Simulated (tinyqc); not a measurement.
UHF in the sto-6g basis, for OH-, spin multiplicity 1, step by step (part 1 of 2). The basis has no diffuse functions, so it cannot describe the extra electron: this is an exercise in the method, not the real anion. Computed by tinyqc, a small Python program that keeps every step (integrals from PySCF). Settings: charge = -1, multiplicity = 1, basis = sto-6g, energy threshold = 1e-10, iteration cap = 89, orthogonalisation = symmetric, start = core, DIIS depth = 6, method = UHF, break = 0.4. Command: `OMP_NUM_THREADS=1 python tinyqc.py 26779 26780 out.jsonl` (the two numbers bound the seeds that draw the settings). One thread of a shared host (Intel(R) Xeon(R) Processor @ 2.60GHz), about 0.1 s of CPU time with the checks. Later iterations appear only in the table of the cycle.

## One-electron integrals

Geometry (angstrom):
```
atom         x         y         z
O     0.000000  0.000000  0.000000
H     0.000000  0.000000  1.309000
```

Basis sto-6g: exponents (1/bohr^2) and contraction coefficients of normalised primitives:
```
element  l (shell)     exponent  coefficient
O            s (1)  1355.584234     0.009164
O            s (1)   248.544885     0.049361
O            s (1)    69.533902     0.168538
O            s (1)    23.886772     0.370563
O            s (1)     9.275933     0.416492
O            s (1)     3.820341     0.130334
O            s (2)    52.187762    -0.013253
O            s (2)    10.329320    -0.046992
O            s (2)     3.210345    -0.033785
O            s (2)     1.235135     0.250242
O            s (2)     0.536420     0.595117
O            s (2)     0.245881     0.240706
O            p (3)    52.187762     0.003760
O            p (3)    10.329320     0.037679
O            p (3)     3.210345     0.173897
O            p (3)     1.235135     0.418036
O            p (3)     0.536420     0.425860
O            p (3)     0.245881     0.101708
H            s (1)    35.523221     0.009164
H            s (1)     6.513144     0.049361
H            s (1)     1.822143     0.168538
H            s (1)     0.625955     0.370563
H            s (1)     0.243077     0.416492
H            s (1)     0.100112     0.130334
```

Overlap, kinetic and nuclear-attraction integrals over the contracted functions; the nuclear repulsion is the sum of Za Zb / Rab.

nuclear repulsion = 3.23408532 hartree

overlap S, order 1O 1s, 1O 2s, 1O 2px, 1O 2py, 1O 2pz, 2H 1s:
$$\begin{pmatrix}
1.000000 & 0.231145 & 0.000000 & 0.000000 & 0.000000 & 0.024603 \\
0.231145 & 1.000000 & 0.000000 & 0.000000 & 0.000000 & 0.279514 \\
0.000000 & 0.000000 & 1.000000 & 0.000000 & 0.000000 & 0.000000 \\
0.000000 & 0.000000 & 0.000000 & 1.000000 & 0.000000 & 0.000000 \\
0.000000 & 0.000000 & 0.000000 & 0.000000 & 1.000000 & 0.261464 \\
0.024603 & 0.279514 & 0.000000 & 0.000000 & 0.261464 & 1.000000
\end{pmatrix}$$

kinetic energy T (hartree), order 1O 1s, 1O 2s, 1O 2px, 1O 2py, 1O 2pz, 2H 1s:
$$\begin{pmatrix}
29.327197 & -0.896024 & 0.000000 & 0.000000 & 0.000000 & -0.006315 \\
-0.896024 & 0.842618 & 0.000000 & 0.000000 & 0.000000 & 0.017275 \\
0.000000 & 0.000000 & 2.531309 & 0.000000 & 0.000000 & 0.000000 \\
0.000000 & 0.000000 & 0.000000 & 2.531309 & 0.000000 & 0.000000 \\
0.000000 & 0.000000 & 0.000000 & 0.000000 & 2.531309 & 0.088692 \\
-0.006315 & 0.017275 & 0.000000 & 0.000000 & 0.088692 & 0.768522
\end{pmatrix}$$

nuclear attraction V (hartree), order 1O 1s, 1O 2s, 1O 2px, 1O 2py, 1O 2pz, 2H 1s:
$$\begin{pmatrix}
-61.662576 & -6.244724 & 0.000000 & 0.000000 & -0.008782 & -0.758976 \\
-6.244724 & -9.404023 & 0.000000 & 0.000000 & -0.103819 & -1.895936 \\
0.000000 & 0.000000 & -9.384660 & 0.000000 & 0.000000 & 0.000000 \\
0.000000 & 0.000000 & 0.000000 & -9.384660 & 0.000000 & 0.000000 \\
-0.008782 & -0.103819 & 0.000000 & 0.000000 & -9.441558 & -1.567826 \\
-0.758976 & -1.895936 & 0.000000 & 0.000000 & -1.567826 & -4.445132
\end{pmatrix}$$

core Hamiltonian H = T + V (hartree), order 1O 1s, 1O 2s, 1O 2px, 1O 2py, 1O 2pz, 2H 1s:
$$\begin{pmatrix}
-32.335379 & -7.140748 & 0.000000 & 0.000000 & -0.008782 & -0.765291 \\
-7.140748 & -8.561404 & 0.000000 & 0.000000 & -0.103819 & -1.878662 \\
0.000000 & 0.000000 & -6.853351 & 0.000000 & 0.000000 & 0.000000 \\
0.000000 & 0.000000 & 0.000000 & -6.853351 & 0.000000 & 0.000000 \\
-0.008782 & -0.103819 & 0.000000 & 0.000000 & -6.910249 & -1.479135 \\
-0.765291 & -1.878662 & 0.000000 & 0.000000 & -1.479135 & -3.676610
\end{pmatrix}$$

## Two-electron integrals

Functions are numbered as in S; the eight-fold symmetry (ij|kl) = (ji|kl) = (kl|ij) leaves the list below.

Two-electron integrals (ij|kl) in chemists' order, unique and non-zero (hartree):
```
(11|11) 4.787491   (21|11) 0.675884   (21|21) 0.121505   (22|11) 1.117379
(22|21) 0.249212   (22|22) 0.817383   (31|31) 0.025762   (32|31) 0.039145
(32|32) 0.180664   (33|11) 1.117381   (33|21) 0.249212   (33|22) 0.817382
(33|33) 0.880663   (41|41) 0.025762   (42|41) 0.039145   (42|42) 0.180664
(43|43) 0.047461   (44|11) 1.117381   (44|21) 0.249212   (44|22) 0.817382
(44|33) 0.785741   (44|44) 0.880663   (51|51) 0.025762   (52|51) 0.039145
(52|52) 0.180664   (53|53) 0.047461   (54|54) 0.047461   (55|11) 1.117381
(55|21) 0.249212   (55|22) 0.817382   (55|33) 0.785741   (55|44) 0.785741
(55|55) 0.880663   (61|11) 0.076383   (61|21) 0.013179   (61|22) 0.026496
(61|33) 0.026441   (61|44) 0.026441   (61|51) 0.000646   (61|52) 0.001273
(61|55) 0.026606   (61|61) 0.001457   (62|11) 0.212612   (62|21) 0.048215
(62|22) 0.178597   (62|33) 0.175496   (62|44) 0.175496   (62|51) 0.003877
(62|52) 0.030271   (62|55) 0.184799   (62|61) 0.005274   (62|62) 0.051768
(63|31) 0.004987   (63|32) 0.029249   (63|53) 0.006049   (63|63) 0.006752
(64|41) 0.004987   (64|42) 0.029249   (64|54) 0.006049   (64|64) 0.006752
(65|11) 0.166631   (65|21) 0.038276   (65|22) 0.151017   (65|33) 0.144581
(65|44) 0.144581   (65|51) 0.007568   (65|52) 0.052503   (65|55) 0.163890
(65|61) 0.004348   (65|62) 0.053152   (65|65) 0.060551   (66|11) 0.400552
(66|21) 0.092479   (66|22) 0.393758   (66|33) 0.380013   (66|44) 0.380013
(66|51) 0.008217   (66|52) 0.090779   (66|55) 0.421246   (66|61) 0.010168
(66|62) 0.155489   (66|65) 0.181282   (66|66) 0.774999
```

## Orthogonalisation

S = U s U^T; symmetric (Loewdin) form X = U s^(-1/2) U^T, so that X^T S X = 1.

eigenvalues of S: [0.585803, 0.847164, 1.000000, 1.000000, 1.132905, 1.434129]

X, order 1O 1s, 1O 2s, 1O 2px, 1O 2py, 1O 2pz, 2H 1s:
$$\begin{pmatrix}
1.021325 & -0.123369 & 0.000000 & 0.000000 & -0.003428 & 0.014256 \\
-0.123369 & 1.055319 & 0.000000 & 0.000000 & 0.031496 & -0.157406 \\
0.000000 & 0.000000 & 1.000000 & 0.000000 & 0.000000 & 0.000000 \\
0.000000 & 0.000000 & 0.000000 & 1.000000 & 0.000000 & 0.000000 \\
-0.003428 & 0.031496 & 0.000000 & 0.000000 & 1.028785 & -0.144406 \\
0.014256 & -0.157406 & 0.000000 & 0.000000 & -0.144406 & 1.062133
\end{pmatrix}$$

## Starting guess

The start is the orbitals of the core Hamiltonian, with HOMO and LUMO mixed by +/-0.4 rad for the two spins; D(s) = C_occ C_occ^T for each spin.

D(alpha) at the start, order 1O 1s, 1O 2s, 1O 2px, 1O 2py, 1O 2pz, 2H 1s:
$$\begin{pmatrix}
1.058114 & -0.254419 & 0.008037 & 0.000273 & -0.009668 & 0.029211 \\
-0.254419 & 1.114770 & -0.077757 & -0.002641 & 0.056822 & -0.142192 \\
0.008037 & -0.077757 & 0.848528 & -0.005145 & -0.062283 & 0.384565 \\
0.000273 & -0.002641 & -0.005145 & 0.999825 & -0.002116 & 0.013062 \\
-0.009668 & 0.056822 & -0.062283 & -0.002116 & 1.054646 & -0.148820 \\
0.029211 & -0.142192 & 0.384565 & 0.013062 & -0.148820 & 0.197606
\end{pmatrix}$$

D(beta) at the start, order 1O 1s, 1O 2s, 1O 2px, 1O 2py, 1O 2pz, 2H 1s:
$$\begin{pmatrix}
1.058114 & -0.254419 & -0.008037 & -0.000273 & -0.009668 & 0.029211 \\
-0.254419 & 1.114770 & 0.077757 & 0.002641 & 0.056822 & -0.142192 \\
-0.008037 & 0.077757 & 0.848528 & -0.005145 & 0.062283 & -0.384565 \\
-0.000273 & 0.002641 & -0.005145 & 0.999825 & 0.002116 & -0.013062 \\
-0.009668 & 0.056822 & 0.062283 & 0.002116 & 1.054646 & -0.148820 \\
0.029211 & -0.142192 & -0.384565 & -0.013062 & -0.148820 & 0.197606
\end{pmatrix}$$

## Iteration 1: building the Fock matrix

J_ij = sum D_kl (ij|kl) with D = D(alpha) + D(beta), K_ij = sum D_kl (ik|jl) for each spin; F = H + J - K(s); E = tr D H + tr D J / 2 - 0.5 sum_s tr D(s) K(s) + E_nn.

Coulomb J (hartree), order 1O 1s, 1O 2s, 1O 2px, 1O 2py, 1O 2pz, 2H 1s:
$$\begin{pmatrix}
18.369457 & 3.297109 & 0.000000 & 0.000000 & 0.004514 & 0.360038 \\
3.297109 & 8.646354 & 0.000000 & 0.000000 & 0.027103 & 1.845322 \\
0.000000 & 0.000000 & 8.623892 & -0.000977 & 0.000000 & 0.000000 \\
0.000000 & 0.000000 & -0.000977 & 8.652615 & 0.000000 & 0.000000 \\
0.004514 & 0.027103 & 0.000000 & 0.000000 & 8.662552 & 1.548055 \\
0.360038 & 1.845322 & 0.000000 & 0.000000 & 1.548055 & 4.056214
\end{pmatrix}$$

exchange K(alpha) (hartree), order 1O 1s, 1O 2s, 1O 2px, 1O 2py, 1O 2pz, 2H 1s:
$$\begin{pmatrix}
4.932844 & 0.787666 & -0.001149 & -0.000039 & 0.000369 & 0.093086 \\
0.787666 & 1.390665 & 0.003450 & 0.000117 & 0.004565 & 0.262196 \\
-0.001149 & 0.003450 & 1.045022 & -0.004287 & 0.006032 & 0.123686 \\
-0.000039 & 0.000117 & -0.004287 & 1.171083 & 0.000205 & 0.004201 \\
0.000369 & 0.004565 & 0.006032 & 0.000205 & 1.173949 & 0.174322 \\
0.093086 & 0.262196 & 0.123686 & 0.004201 & 0.174322 & 0.194426
\end{pmatrix}$$

exchange K(beta) (hartree), order 1O 1s, 1O 2s, 1O 2px, 1O 2py, 1O 2pz, 2H 1s:
$$\begin{pmatrix}
4.932844 & 0.787666 & 0.001149 & 0.000039 & 0.000369 & 0.093086 \\
0.787666 & 1.390665 & -0.003450 & -0.000117 & 0.004565 & 0.262196 \\
0.001149 & -0.003450 & 1.045022 & -0.004287 & -0.006032 & -0.123686 \\
0.000039 & -0.000117 & -0.004287 & 1.171083 & -0.000205 & -0.004201 \\
0.000369 & 0.004565 & -0.006032 & -0.000205 & 1.173949 & 0.174322 \\
0.093086 & 0.262196 & -0.123686 & -0.004201 & 0.174322 & 0.194426
\end{pmatrix}$$

F(alpha) (hartree), order 1O 1s, 1O 2s, 1O 2px, 1O 2py, 1O 2pz, 2H 1s:
$$\begin{pmatrix}
-18.898765 & -4.631306 & 0.001149 & 0.000039 & -0.004638 & -0.498339 \\
-4.631306 & -1.305715 & -0.003450 & -0.000117 & -0.081280 & -0.295535 \\
0.001149 & -0.003450 & 0.725519 & 0.003310 & -0.006032 & -0.123686 \\
0.000039 & -0.000117 & 0.003310 & 0.628181 & -0.000205 & -0.004201 \\
-0.004638 & -0.081280 & -0.006032 & -0.000205 & 0.578354 & -0.105401 \\
-0.498339 & -0.295535 & -0.123686 & -0.004201 & -0.105401 & 0.185178
\end{pmatrix}$$

F(beta) (hartree), order 1O 1s, 1O 2s, 1O 2px, 1O 2py, 1O 2pz, 2H 1s:
$$\begin{pmatrix}
-18.898765 & -4.631306 & -0.001149 & -0.000039 & -0.004638 & -0.498339 \\
-4.631306 & -1.305715 & 0.003450 & 0.000117 & -0.081280 & -0.295535 \\
-0.001149 & 0.003450 & 0.725519 & 0.003310 & 0.006032 & 0.123686 \\
-0.000039 & 0.000117 & 0.003310 & 0.628181 & 0.000205 & 0.004201 \\
-0.004638 & -0.081280 & 0.006032 & 0.000205 & 0.578354 & -0.105401 \\
-0.498339 & -0.295535 & 0.123686 & 0.004201 & -0.105401 & 0.185178
\end{pmatrix}$$

total energy of this density = -73.87718088 hartree

## Iteration 1: diagonalisation and new density

Diagonalise F' = X^T F X, C = X C', fill 5 alpha and 5 beta electrons from the bottom; D(s) = C_occ C_occ^T. Each column has its largest component positive (the first on a tie).

F' = X^T F X (alpha) (hartree):
$$\begin{pmatrix}
-18.579653 & -2.440309 & -0.000144 & -0.000005 & -0.010136 & -0.046252 \\
-2.440309 & -0.456209 & 0.015497 & 0.000526 & -0.026525 & -0.208450 \\
-0.000144 & 0.015497 & 0.725519 & 0.003310 & 0.011542 & -0.129941 \\
-0.000005 & 0.000526 & 0.003310 & 0.628181 & 0.000392 & -0.004414 \\
-0.010136 & -0.026525 & 0.011542 & 0.000392 & 0.643751 & -0.229179 \\
-0.046252 & -0.208450 & -0.129941 & -0.004414 & -0.229179 & 0.317942
\end{pmatrix}$$

orbital energies (alpha) (hartree): MO1 -18.902778, MO2 -0.224692, MO3 0.260969, MO4 0.628069, MO5 0.686220, MO6 0.831743

coefficients C (alpha), order 1O 1s, 1O 2s, 1O 2px, 1O 2py, 1O 2pz, 2H 1s:
$$\begin{pmatrix}
0.996358 & -0.228715 & 0.111883 & 0.000000 & 0.005885 & -0.030802 \\
0.015569 & 0.904364 & -0.545857 & 0.000000 & -0.052018 & 0.189481 \\
-0.000071 & 0.038348 & 0.219212 & -0.033947 & 0.727446 & 0.648187 \\
-0.000002 & 0.001303 & 0.007446 & 0.999424 & 0.024709 & 0.022017 \\
0.000940 & 0.105731 & 0.316993 & 0.000000 & -0.709158 & 0.682412 \\
-0.002570 & 0.262135 & 0.824332 & 0.000000 & 0.267890 & -0.594938
\end{pmatrix}$$

F' = X^T F X (beta) (hartree):
$$\begin{pmatrix}
-18.579653 & -2.440309 & 0.000144 & 0.000005 & -0.010136 & -0.046252 \\
-2.440309 & -0.456209 & -0.015497 & -0.000526 & -0.026525 & -0.208450 \\
0.000144 & -0.015497 & 0.725519 & 0.003310 & -0.011542 & 0.129941 \\
0.000005 & -0.000526 & 0.003310 & 0.628181 & -0.000392 & 0.004414 \\
-0.010136 & -0.026525 & -0.011542 & -0.000392 & 0.643751 & -0.229179 \\
-0.046252 & -0.208450 & 0.129941 & 0.004414 & -0.229179 & 0.317942
\end{pmatrix}$$

orbital energies (beta) (hartree): MO1 -18.902778, MO2 -0.224692, MO3 0.260969, MO4 0.628069, MO5 0.686220, MO6 0.831743

coefficients C (beta), order 1O 1s, 1O 2s, 1O 2px, 1O 2py, 1O 2pz, 2H 1s:
$$\begin{pmatrix}
0.996358 & -0.228715 & 0.111883 & 0.000000 & -0.005885 & -0.030802 \\
0.015569 & 0.904364 & -0.545857 & 0.000000 & 0.052018 & 0.189481 \\
0.000071 & -0.038348 & -0.219212 & -0.033947 & 0.727446 & -0.648187 \\
0.000002 & -0.001303 & -0.007446 & 0.999424 & 0.024709 & -0.022017 \\
0.000940 & 0.105731 & 0.316993 & 0.000000 & 0.709158 & 0.682412 \\
-0.002570 & 0.262135 & 0.824332 & 0.000000 & -0.267890 & -0.594938
\end{pmatrix}$$

D(alpha) after iteration 1, order 1O 1s, 1O 2s, 1O 2px, 1O 2py, 1O 2pz, 2H 1s:
$$\begin{pmatrix}
1.057592 & -0.252708 & 0.019965 & 0.000678 & 0.008047 & 0.031290 \\
-0.252708 & 1.118783 & -0.122819 & -0.004172 & -0.040510 & -0.226877 \\
0.019965 & -0.122819 & 0.579854 & -0.014271 & -0.442331 & 0.385631 \\
0.000678 & -0.004172 & -0.014271 & 0.999515 & -0.015024 & 0.013098 \\
0.008047 & -0.040510 & -0.442331 & -0.015024 & 0.614570 & 0.099045 \\
0.031290 & -0.226877 & 0.385631 & 0.013098 & 0.099045 & 0.820009
\end{pmatrix}$$

D(beta) after iteration 1, order 1O 1s, 1O 2s, 1O 2px, 1O 2py, 1O 2pz, 2H 1s:
$$\begin{pmatrix}
1.057592 & -0.252708 & -0.019965 & -0.000678 & 0.008047 & 0.031290 \\
-0.252708 & 1.118783 & 0.122819 & 0.004172 & -0.040510 & -0.226877 \\
-0.019965 & 0.122819 & 0.579854 & -0.014271 & 0.442331 & -0.385631 \\
-0.000678 & 0.004172 & -0.014271 & 0.999515 & 0.015024 & -0.013098 \\
0.008047 & -0.040510 & 0.442331 & 0.015024 & 0.614570 & 0.099045 \\
0.031290 & -0.226877 & -0.385631 & -0.013098 & 0.099045 & 0.820009
\end{pmatrix}$$

## Iteration 2: building the Fock matrix

As before.

Coulomb J (hartree), order 1O 1s, 1O 2s, 1O 2px, 1O 2py, 1O 2pz, 2H 1s:
$$\begin{pmatrix}
17.385899 & 3.082665 & 0.000000 & 0.000000 & 0.007523 & 0.337363 \\
3.082665 & 8.073907 & 0.000000 & 0.000000 & 0.114354 & 1.807049 \\
0.000000 & 0.000000 & 8.022869 & -0.002709 & 0.000000 & 0.000000 \\
0.000000 & 0.000000 & -0.002709 & 8.102539 & 0.000000 & 0.000000 \\
0.007523 & 0.114354 & 0.000000 & 0.000000 & 8.096311 & 1.575150 \\
0.337363 & 1.807049 & 0.000000 & 0.000000 & 1.575150 & 4.541503
\end{pmatrix}$$

exchange K(alpha) (hartree), order 1O 1s, 1O 2s, 1O 2px, 1O 2py, 1O 2pz, 2H 1s:
$$\begin{pmatrix}
4.914189 & 0.761378 & -0.000473 & -0.000016 & 0.000729 & 0.089815 \\
0.761378 & 1.283811 & -0.037866 & -0.001286 & -0.010833 & 0.310042 \\
-0.000473 & -0.037866 & 0.790622 & -0.011890 & -0.310463 & 0.058001 \\
-0.000016 & -0.001286 & -0.011890 & 1.140285 & -0.010545 & 0.001970 \\
0.000729 & -0.010833 & -0.310463 & -0.010545 & 0.884540 & 0.298298 \\
0.089815 & 0.310042 & 0.058001 & 0.001970 & 0.298298 & 0.701930
\end{pmatrix}$$

exchange K(beta) (hartree), order 1O 1s, 1O 2s, 1O 2px, 1O 2py, 1O 2pz, 2H 1s:
$$\begin{pmatrix}
4.914189 & 0.761378 & 0.000473 & 0.000016 & 0.000729 & 0.089815 \\
0.761378 & 1.283811 & 0.037866 & 0.001286 & -0.010833 & 0.310042 \\
0.000473 & 0.037866 & 0.790622 & -0.011890 & 0.310463 & -0.058001 \\
0.000016 & 0.001286 & -0.011890 & 1.140285 & 0.010545 & -0.001970 \\
0.000729 & -0.010833 & 0.310463 & 0.010545 & 0.884540 & 0.298298 \\
0.089815 & 0.310042 & -0.058001 & -0.001970 & 0.298298 & 0.701930
\end{pmatrix}$$

F(alpha) (hartree), order 1O 1s, 1O 2s, 1O 2px, 1O 2py, 1O 2pz, 2H 1s:
$$\begin{pmatrix}
-19.863668 & -4.819461 & 0.000473 & 0.000016 & -0.001988 & -0.517743 \\
-4.819461 & -1.771308 & 0.037866 & 0.001286 & 0.021367 & -0.381654 \\
0.000473 & 0.037866 & 0.378896 & 0.009181 & 0.310463 & -0.058001 \\
0.000016 & 0.001286 & 0.009181 & 0.108904 & 0.010545 & -0.001970 \\
-0.001988 & 0.021367 & 0.310463 & 0.010545 & 0.301522 & -0.202283 \\
-0.517743 & -0.381654 & -0.058001 & -0.001970 & -0.202283 & 0.162962
\end{pmatrix}$$

F(beta) (hartree), order 1O 1s, 1O 2s, 1O 2px, 1O 2py, 1O 2pz, 2H 1s:
$$\begin{pmatrix}
-19.863668 & -4.819461 & -0.000473 & -0.000016 & -0.001988 & -0.517743 \\
-4.819461 & -1.771308 & -0.037866 & -0.001286 & 0.021367 & -0.381654 \\
-0.000473 & -0.037866 & 0.378896 & 0.009181 & -0.310463 & 0.058001 \\
-0.000016 & -0.001286 & 0.009181 & 0.108904 & -0.010545 & 0.001970 \\
-0.001988 & 0.021367 & -0.310463 & -0.010545 & 0.301522 & -0.202283 \\
-0.517743 & -0.381654 & 0.058001 & 0.001970 & -0.202283 & 0.162962
\end{pmatrix}$$

total energy of this density = -74.63507801 hartree

## Iteration 2: DIIS over 2 matrices

error matrix X^T (FDS - SDF) X (alpha):
$$\begin{pmatrix}
0.000000 & -0.000653 & 0.001501 & 0.000051 & -0.000098 & -0.000226 \\
0.000653 & 0.000000 & -0.052548 & -0.001785 & -0.035630 & 0.030463 \\
-0.001501 & 0.052548 & 0.000000 & 0.000000 & 0.089778 & -0.051807 \\
-0.000051 & 0.001785 & 0.000000 & 0.000000 & 0.003049 & -0.001760 \\
0.000098 & 0.035630 & -0.089778 & -0.003049 & 0.000000 & 0.016918 \\
0.000226 & -0.030463 & 0.051807 & 0.001760 & -0.016918 & 0.000000
\end{pmatrix}$$

B (overlaps of the stored error matrices):
$$\begin{pmatrix}
5.0931046e-01 & 2.1121483e-02 \\
2.1121483e-02 & 6.4029022e-02
\end{pmatrix}$$

Minimise |sum c_i e_i|^2 with sum c_i = 1: solve [B -1; -1 0][c; lambda] = [0; -1] with B_ij = tr e_i^T e_j summed over both spins, and take F = sum c_i F_i.

DIIS coefficients: [0.080790, 0.919210]

extrapolated F(alpha) (hartree), order 1O 1s, 1O 2s, 1O 2px, 1O 2py, 1O 2pz, 2H 1s:
$$\begin{pmatrix}
-19.785713 & -4.804260 & 0.000527 & 0.000018 & -0.002202 & -0.516175 \\
-4.804260 & -1.733693 & 0.034528 & 0.001173 & 0.013074 & -0.374696 \\
0.000527 & 0.034528 & 0.406900 & 0.008707 & 0.284893 & -0.063308 \\
0.000018 & 0.001173 & 0.008707 & 0.150856 & 0.009677 & -0.002150 \\
-0.002202 & 0.013074 & 0.284893 & 0.009677 & 0.323887 & -0.194456 \\
-0.516175 & -0.374696 & -0.063308 & -0.002150 & -0.194456 & 0.164757
\end{pmatrix}$$

extrapolated F(beta) (hartree), order 1O 1s, 1O 2s, 1O 2px, 1O 2py, 1O 2pz, 2H 1s:
$$\begin{pmatrix}
-19.785713 & -4.804260 & -0.000527 & -0.000018 & -0.002202 & -0.516175 \\
-4.804260 & -1.733693 & -0.034528 & -0.001173 & 0.013074 & -0.374696 \\
-0.000527 & -0.034528 & 0.406900 & 0.008707 & -0.284893 & 0.063308 \\
-0.000018 & -0.001173 & 0.008707 & 0.150856 & -0.009677 & 0.002150 \\
-0.002202 & 0.013074 & -0.284893 & -0.009677 & 0.323887 & -0.194456 \\
-0.516175 & -0.374696 & 0.063308 & 0.002150 & -0.194456 & 0.164757
\end{pmatrix}$$
